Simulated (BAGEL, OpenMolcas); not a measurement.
# How basis sets differ on C4H10S (2-methyl-2-propanethiol)

The species is C4H10S (15 atoms), meant as a singlet with charge 0. SMILES: `CC(C)(C)S`. The shape is that of a PBE0-D4/def2-TZVP optimisation. This is one conformer, not always the lowest.

```
atom    x (Å)    y (Å)    z (Å)
   C  -1.2946   0.2718   0.5585
   C   0.1176   0.1804  -0.0004
   C   1.0652  -0.3945   1.0451
   C   0.1428  -0.6696  -1.2619
   S   0.7639   1.8612  -0.3593
   H  -1.3209   0.8897   1.4573
   H  -1.9810   0.7052  -0.1727
   H  -1.6622  -0.7280   0.8129
   H   1.0699   0.2140   1.9521
   H   2.0869  -0.4532   0.6635
   H   0.7435  -1.4043   1.3142
   H  -0.2012  -1.6847  -1.0367
   H   1.1513  -0.7291  -1.6742
   H  -0.5149  -0.2556  -2.0299
   H  -0.1662   2.1968  -1.2684
```

Quantity: the dipole moment, in D. The values are calculated.

```json
{"level": "HF/ANO-R0 (sfX2C)", "kind": "Hartree–Fock", "program": "OpenMolcas", "value (D)": "0.94", "CPU time": "6.9 s"}
{"level": "HF/ANO-RCC-MB (DKH2)", "kind": "Hartree–Fock", "program": "OpenMolcas", "value (D)": "2.00", "CPU time": "4.1 s"}
{"level": "HF/def2-SV(P) (density fitting with tzvpp-jkfit)", "kind": "Hartree–Fock", "program": "BAGEL", "value (D)": "1.69", "CPU time": "2.3 s"}
{"level": "HF/def2-SVP (density fitting with tzvpp-jkfit)", "kind": "Hartree–Fock", "program": "BAGEL", "value (D)": "1.71", "CPU time": "3.2 s"}
{"level": "HF/def2-SVPD (density fitting with tzvpp-jkfit)", "kind": "Hartree–Fock", "program": "BAGEL", "value (D)": "1.87", "CPU time": "5.4 s"}
{"level": "HF/def2-TZVP (density fitting with tzvpp-jkfit)", "kind": "Hartree–Fock", "program": "BAGEL", "value (D)": "1.78", "CPU time": "6.7 s"}
{"level": "HF/def2-TZVPP (density fitting with tzvpp-jkfit)", "kind": "Hartree–Fock", "program": "BAGEL", "value (D)": "1.77", "CPU time": "10 s"}
{"level": "HF/def2-TZVPPD (density fitting with tzvpp-jkfit)", "kind": "Hartree–Fock", "program": "BAGEL", "value (D)": "1.81", "CPU time": "14 s"}
```

The values span 0.94 to 2.00 D. Magnitudes only. Without the sets that lack polarisation functions the rows with a basis span only 1.69 to 1.87 D. CPU times are rough (shared hosts, several kinds of processor and program).
